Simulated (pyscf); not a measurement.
Structures and frequencies: ωB97X-D3(BJ)/def2-SVP in PySCF.

Q: Estimate by transition-state theory the rate constant of HS–GaH₂ (SMILES [SH][GaH2]) + H• (SMILES [H]) → •S–GaH₂ (SMILES [S][GaH2]) + H₂ (SMILES [H][H]) (doublet surface; H–S broken, H–H formed) at 900 K, with ωB97M-D3(BJ)/def2-TZVP energies (ideal gas, 1 atm, RRHO with modes under 100 cm⁻¹ raised to 100, one conformer, R ln 2 for chiral ones without a mode under 150 cm⁻¹; no tunnelling).

A: The electronic barrier is 3.4 kcal/mol and the thermal terms add +18.2, so ΔG‡ = 21.7 kcal/mol. With k_BT/h = 1.88e+13 s⁻¹ and RT = 1.788 kcal/mol, and a volume of 1.23e-19 cm³ per molecule at 1 atm, k = 1.3e-11 cm³ molecule⁻¹ s⁻¹. Wigner's tunnelling factor for 897i cm⁻¹ would be 1.09. A shift of 1 kcal/mol in the barrier changes k by a factor 1.7. •S–GaH₂ lies 9.1 kcal/mol over its isomer [HS–GaH]• (electronic energy, ωB97M-D3(BJ)/def2-TZVP). One saddle was located; it need not be the lowest between these sides. The angle at the transferred H is 174°. Elements up to Kr have no core potential and no relativistic terms here.
